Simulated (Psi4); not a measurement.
# M06-2X/def2-TZVP (sweep point 7) run of [NO2]− (nitrite)

Wanted: a geometry optimisation of [NO2]− (nitrite). 

The calculation is run with Psi4 1.11.

3 further runs of the same task are left out: 3 set aside as unsound or not needed.

## (1) The structure to begin with

[NO2]− has 3 atoms, charge -1, and is taken as a singlet. As SMILES, `O=N[O-]`. The coordinates come from a PBE0-D4/def2-TZVPD relaxation. The run starts from this shape.

Bond lengths: O1–N2 1.245 Å, N2–O3 1.245 Å. Angles: O1–N2–O3 116.8°.

## (2) A geometry optimisation at M06-2X/def2-TZVP (sweep point 7)

The input, no2.inp:

```
memory 1600 mb

molecule {
  -1 1
  O      0.322840     0.992650     0.287620
  N      0.325750    -0.245400     0.151990
  O     -0.648590    -0.747260    -0.439610
  symmetry c1
}

set globals {
  basis                def2-TZVP
  puream               true
  scf_type             pk
  dft_radial_points    150
  dft_spherical_points 974
  g_convergence        gau_tight
  geom_maxiter         50
}

e_tot, wfn = opt("m06-2x", return_wfn=True)
print_variables()
```

Launch:

```bash
$ psi4 no2.inp no2.out -n 1
```

**Question.** What will come out? Wanted: total energy at the end; HOMO energy; LUMO energy; HOMO–LUMO gap.

Answer, from the run:

At M06-2X/def2-TZVP (sweep point 7):

```
                                             quantity          value
                              total energy at the end  -205.15369 Eh
                                          HOMO energy       -1.35 eV
                                          LUMO energy        7.31 eV
HOMO–LUMO gap (to an unbound level, set by the basis)        8.66 eV
```

In words: At the final geometry: Bond lengths: O1–N2 1.245 Å, N2–O3 1.245 Å. Angles: O1–N2–O3 116.4°. The optimisation took 4 steps and changed the energy by -0.000 eV.
